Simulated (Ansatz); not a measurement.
`CC(O)F` + HCl → `OC(F)Cl` + CH₄ at 298.15 K and 1 bar (substitution at a C–C bond).

Gas-phase electronic energies from Ansatz, PBE0-D4/def2-TZVP geometries. CCSD(T)/CBS adds triple-zeta CCSD(T) − MP2 to the extrapolated MP2 energy (def2 sets, frozen cores). This one scheme is used for every species. One conformer a species, not always the lowest.

```json
{"species": "`CC(O)F`", "CCSD(T)/CBS energy (Eh)": "-254.08332", "H − E (kJ/mol)": "206.2", "S (J/(mol·K))": "285.8"}
{"species": "HCl", "CCSD(T)/CBS energy (Eh)": "-460.38127", "H − E (kJ/mol)": "26.6", "S (J/(mol·K))": "186.8"}
{"species": "`OC(F)Cl`", "CCSD(T)/CBS energy (Eh)": "-673.99326", "H − E (kJ/mol)": "107.5", "S (J/(mol·K))": "286.0"}
{"species": "CH₄", "CCSD(T)/CBS energy (Eh)": "-40.46206", "H − E (kJ/mol)": "127.4", "S (J/(mol·K))": "186.2"}
```

H − E and S are ideal-gas, rigid-rotor, harmonic terms from PBE0-D4/def2-TZVP, for one conformer and one mirror image of each species. 1 Eh = 2625.50 kJ/mol, R = 8.31446 J/(mol·K).

Problem. By hand: ΔE, ΔH, ΔS and ΔG.

Solution. ΔE = (-673.99326) + (-40.46206) − (-254.08332) − (-460.38127) = 0.00927 Eh = 24.3 kJ/mol. Δ(H − E) = 107.5 + 127.4 − 206.2 − 26.6 = 2.1, so ΔH = 26.4 kJ/mol. ΔS = 286.0 + 186.2 − 285.8 − 186.8 = -0.4 J/(mol·K). ΔG = 26.4 − 298.15 × (-0.4)/1000 = 26.5 kJ/mol.

Problem. By hand: the equilibrium constant, and the temperature at which ΔG would vanish if ΔH and ΔS stayed fixed.

Solution. log₁₀ K = −ΔG/(RT ln 10) = -4.6. ΔH and −TΔS have one sign here, so there is no such temperature.

The number of gas molecules stays the same, so ΔS is small and ΔH decides. A doubt of 5 kJ/mol in ΔE shifts log₁₀ K by 0.9 here. Other conformers and mirror images would add mixing entropy, several J/(mol·K) or more a flexible species. These are equilibria of isolated gas molecules and say nothing of rates. Largest T1 diagnostic: 0.011 (customary marks: 0.02 for closed shells, 0.045 for open ones).

ΔS is within the doubt of such terms, so its sign, and with it that verdict, could turn.
